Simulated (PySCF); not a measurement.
# Spin states of CCl⁺

Unrestricted PBE0; basis C cc-pVDZ, Cl cc-pV(D+d)Z; no relativity; PySCF 2.14. Outer shells of the fragments: C+ 2s2 2p1; Cl 3s2 3p5.

Followed along the bond (rough minima from three points):

```
2Ms+1  unpaired  ⟨S²⟩ at the start  R at minimum (Å)  Te (eV)
    1      none               0.00              1.55     0.00
    3  σ ↑, π ↑               2.03              1.55     2.83
```

Solutions found at the starting distance of 1.780 Å, counted from the lowest of them; the search is not exhaustive and high or unbound solutions are not listed, so other states can lie among these:

| 2Ms+1 | unpaired | term | E (eV) | ⟨S²⟩ | ⟨Lz²⟩ | μ (D) |
| --- | --- | --- | --- | --- | --- | --- |
| 1 | none | ¹Σ⁺ | 0.00 | 0.00 | 0.00 | -1.59 |
| 3 | σ ↑, π ↑ | ³Π | 2.66 | 2.03 | 1.01 | -2.38 |
| 1 | σ ↑, π ↓ | mixed | 3.43 | 1.02 | 1.01 | -1.99 |
| 3 | π ↑↑ | mixed | 3.53 | 2.01 | 2.01 | 0.21 |
| 3 | π ↑↑ | mixed | 3.86 | 2.01 | 2.01 | 0.05 |
| 1 | π ↑↓ | mixed | 3.91 | 1.01 | 2.01 | 0.00 |
| 3 | σ ↑, π ↑↑↓ | mixed | 7.18 | 3.01 | 3.01 | 0.29 |
| 1 | σ ↑, π ↑↓↓ | mixed | 7.34 | 2.01 | 3.01 | 0.28 |
| 3 | σ ↑↑ | ³Σ⁺ | 7.36 | 2.03 | 0.00 | -2.97 |
| 3 | σ ↑, π ↑ | ³Π | 7.87 | 2.00 | 1.01 | -1.27 |

A term symbol is given only where ⟨S²⟩ and ⟨Lz²⟩ are close to those of a pure state; real π, δ and φ orbitals otherwise mix terms. A positive dipole points towards Cl; it is taken about the centre of mass and depends on that origin.

Counting both spins, an empty level lies below a filled one in some of these solutions, because spin and occupation are held.
